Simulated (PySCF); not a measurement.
Species: isobutyric acid, C4H8O2.
Numbering: `[CH3:1][CH:2]([CH3:3])[C:4](=[O:5])[OH:6]` (hydrogens: H7, H8, H9 on C1; H10 on C2; H11, H12, H13 on C3; H14 on O6)

Computed with PBE0-D3(BJ)/def2-SVP geometry optimisation, gas phase (PySCF 2.14.0).

(1) Give the optimised bond lengths and angles.

Answers

(1) 
```
                  bond  length (Å)
                 C1–C2       1.519
                 C2–C3       1.530
                 C2–C4       1.512
                 C4=O5       1.203
                 C4–O6       1.342
C1–H7 and 5 like bonds       1.100
                C2–H10       1.105
                O6–H14       0.969
```

Bonds in one row agree within 0.01 Å and their mean is given. A selection of angles:
```
    angle  degrees
 C2–C1–H7    110.4
 C2–C1–H8    110.7
 H7–C1–H8    108.3
 H7–C1–H9    108.6
 C1–C2–C3    112.8
 C1–C2–C4    110.7
C1–C2–H10    109.6
C3–C2–H10    107.5
C4–C2–H10    105.2
 C2–C4–O5    125.8
 C2–C4–O6    112.0
 O5–C4–O6    122.2
C4–O6–H14    106.3
```

Dihedral angles: C1–C2–C4–O5 3° (synperiplanar); H14–O6–C4–C2 180° (antiperiplanar). The mirror-image conformer, all signs reversed, is as good.

Of the pairs four or more bonds apart, O6···H11 is among the closest relative to their van der Waals radii: 2.57 Å, 94 % of the sum of Bondi's values. The 2 C–O bonds span 1.203 Å (C4=O5, drawn double) to 1.342 Å (C4–O6, drawn single), a spread of 0.139 Å.

Point group: C1 (no symmetry element, even within 0.4 Å). Not checked by PBE0-D3(BJ)/def2-SVP frequencies. One conformer, not necessarily the lowest (C1–C2–C4–O5 3°, C2–C4–O6–H 180°).

Time: 31 s of wall time; peak memory 0.49 GiB. Hardware: an Intel Xeon Platinum 8488C with one thread, no GPU (shared host). This is the geometry optimisation.
